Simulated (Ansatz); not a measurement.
Geometry optimisation, RKS B3LYP/def2-SVP (Ansatz 0.2.0).

input.yaml

```yaml
crystal:
  periodic: [false, false, false]
  atoms:
    - { symbol: Si, position_ang: [-0.060666, -0.022511, -0.915938] }
    - { symbol: O, position_ang: [1.030038, 0.137975, 1.731445] }
    - { symbol: H, position_ang: [0.893297, -0.791243, 1.97947] }
    - { symbol: H, position_ang: [1.739064, 0.089582, 1.046812] }
    - { symbol: O, position_ang: [-1.030319, 1.340028, -0.989892] }
    - { symbol: H, position_ang: [-1.914356, 1.291537, -0.602216] }
    - { symbol: H, position_ang: [-1.089258, -1.007167, -0.286082] }
basis:
  gaussian: { orbitals: def2-SVP }
hamiltonian:
  xc: b3lyp
relax:
  f_tol: 0.03
  max_steps: 50
```

Launched with:

```bash
$ ansatz run input.yaml --threads 1 --pin off --max-ram 2048MiB --backend cpu --events-out ev --progress --plain --runs-dir out
```

Where does it end, and by what steps?

The forces met the threshold. After 9 steps the energy has fallen by 0.200 eV; O2 moved furthest, 0.55 Å.

```
step  energy less start (eV)  largest force component (eV/Å)  accepted
   0                  0.0000                           0.839       yes
   1                 -0.0185                           2.002       yes
   2                 -0.0448                           2.707       yes
   3                 -0.1490                           1.695       yes
   4                 -0.1871                           0.430       yes
   5                 -0.1978                           0.154       yes
   6                 -0.1992                           0.156       yes
   7                 -0.1998                           0.056       yes
   8                 -0.1996                           0.084        no
   9                 -0.1999                           0.014       yes
```

```xyz
7
Properties=species:S:1:pos:R:3
Si 0.002 -0.143 -0.863
O 0.776 0.107 1.239
H 0.675 -0.722 1.731
H 1.728 0.282 1.209
O -0.898 1.286 -0.872
H -1.705 1.307 -0.344
H -1.010 -1.078 -0.137
```

Whether the end is a true minimum wasn't checked by a vibrational analysis.

Time of the run: 19 s on 1 thread of Arm Neoverse V1 (shared host), peak memory 0.12 GiB.
